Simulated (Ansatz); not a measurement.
Geometry optimisation, RKS PBE0-D4/def2-SVP (Ansatz 0.2.0).

The input (input.yaml):

```yaml
crystal:
  periodic: [false, false, false]
  atoms:
    - { symbol: B, position_ang: [0.01264, 0.085903, 0.162206] }
    - { symbol: Cl, position_ang: [-0.024246, 0.846224, 1.813926] }
    - { symbol: H, position_ang: [1.082002, -0.000736, -0.37699] }
    - { symbol: H, position_ang: [-1.041329, -0.137433, -0.363044] }
    - { symbol: P, position_ang: [0.188737, -2.923295, 0.954701] }
    - { symbol: H, position_ang: [-0.591284, -2.574058, -0.185151] }
    - { symbol: H, position_ang: [1.400841, -2.408586, 0.410792] }
    - { symbol: H, position_ang: [-0.11216, -1.724319, 1.659959] }
basis:
  gaussian: { orbitals: def2-SVP }
hamiltonian:
  xc: pbe0
  dispersion: d4
relax:
  f_tol: 0.03
  max_steps: 50
```

Command:

```bash
$ ansatz run input.yaml --threads 2 --pin off --max-ram 3072MiB --backend cpu --events-out ev --progress --plain --runs-dir out
```

Where does it end, and by what steps?

It converged. The force dipped under the threshold on the way, but the program's further checks kept it going. After 11 steps the energy has fallen by 0.120 eV; H8 moved furthest, 0.47 Å.

```json
{"step": "0", "energy less start (eV)": "0.0000", "largest force component (eV/Å)": "1.121", "accepted": "yes"}
{"step": "1", "energy less start (eV)": "-0.0832", "largest force component (eV/Å)": "0.835", "accepted": "yes"}
{"step": "2", "energy less start (eV)": "-0.1012", "largest force component (eV/Å)": "0.484", "accepted": "yes"}
{"step": "3", "energy less start (eV)": "-0.1116", "largest force component (eV/Å)": "0.308", "accepted": "yes"}
{"step": "4", "energy less start (eV)": "-0.1130", "largest force component (eV/Å)": "0.234", "accepted": "yes"}
{"step": "5", "energy less start (eV)": "-0.1165", "largest force component (eV/Å)": "0.093", "accepted": "yes"}
{"step": "6", "energy less start (eV)": "-0.1172", "largest force component (eV/Å)": "0.031", "accepted": "yes"}
{"step": "7", "energy less start (eV)": "-0.1177", "largest force component (eV/Å)": "0.032", "accepted": "yes"}
{"step": "8", "energy less start (eV)": "-0.1184", "largest force component (eV/Å)": "0.013", "accepted": "yes"}
{"step": "9", "energy less start (eV)": "-0.1185", "largest force component (eV/Å)": "0.171", "accepted": "yes"}
{"step": "10", "energy less start (eV)": "-0.1196", "largest force component (eV/Å)": "0.052", "accepted": "yes"}
{"step": "11", "energy less start (eV)": "-0.1199", "largest force component (eV/Å)": "0.004", "accepted": "yes"}
```

```xyz
8
Properties=species:S:1:pos:R:3
B 0.001 0.332 0.106
Cl -0.043 1.048 1.694
H 1.074 0.169 -0.413
H -1.045 0.066 -0.425
P 0.229 -3.178 0.913
H -0.599 -2.622 -0.110
H 1.398 -2.496 0.457
H -0.101 -2.156 1.854
```

The run took 18 s on 2 threads of Arm Neoverse V1 (shared host), peak memory 0.14 GiB.
